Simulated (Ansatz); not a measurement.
A nudged elastic band was laid between two geometries of ClHOSi (4 atoms, charge 0, multiplicity 1).

Computed with RKS LDA/def2-SVP (Ansatz).

```yaml
movable_images: 7
climbing_image: yes
spring: 5.0 eV/Å²
optimiser: quadratic models (default)
start_path: through a guess of the saddle point
force_threshold: 0.03 eV/Å
iteration_limit: 60
end_points: relaxed
```

Image 0:

```xyz
4
Properties=species:S:1:pos:R:3
O -0.924 0.454 -0.311
Si -0.449 -0.804 0.659
Cl 1.649 -0.672 0.399
H -0.220 0.962 -0.768
```

Image 8:

```xyz
4
Properties=species:S:1:pos:R:3
O -0.260 0.634 -0.502
Si -0.295 -0.667 0.538
Cl 1.759 -1.010 0.661
H -1.148 0.984 -0.717
```

(1) Which bonds break or form, and what moves?

(2) What energy profile does the band end with?

(3) What is the geometry of the highest image?

(4) What are the harmonic wavenumbers there?

## Answers

(1) No bond is made or broken. The dihedral H4–O1–Si2–Cl3 changes from 0 to 180° by way of a nearly straight angle H4–O1–Si2 (up to 169°), not by a turn about the bond.

(2) The forces met the threshold. The highest image is number 5 of 0 to 8, 0.30 eV above the first end and 0.21 eV above the last; the last end lies 0.09 eV above the first. A vibrational analysis at the climbing image gives one clearly imaginary mode, 542i cm⁻¹: a first-order saddle point.

| image | path coordinate (Å) | energy (eV) | angle H4–O1–Si2 (°) |
| --- | --- | --- | --- |
| 0 | 0.00 | 0.00 | 117 |
| 1 | 0.20 | 0.02 | 127 |
| 2 | 0.39 | 0.07 | 138 |
| 3 | 0.59 | 0.15 | 152 |
| 4 | 0.78 | 0.25 | 169 |
| 5 | 0.97 | 0.30 | 167 |
| 6 | 1.17 | 0.25 | 147 |
| 7 | 1.36 | 0.14 | 129 |
| 8 | 1.55 | 0.09 | 113 |

(3) 
```xyz
4
Properties=species:S:1:pos:R:3:forces:R:3
O -0.551 0.492 -0.346 -0.01 -0.01 -0.01
Si -0.321 -0.828 0.573 0.01 0.00 0.00
Cl 1.788 -0.899 0.706 0.00 0.00 0.00
H -0.861 1.174 -0.954 0.00 0.01 0.01
```

(4) 542i, 163, 256, 504, 936, 3899 cm⁻¹.

The run took 2.5 min on 1 thread of Intel(R) Xeon(R) Processor @ 2.70GHz, on a shared host, peak memory 0.11 GiB.
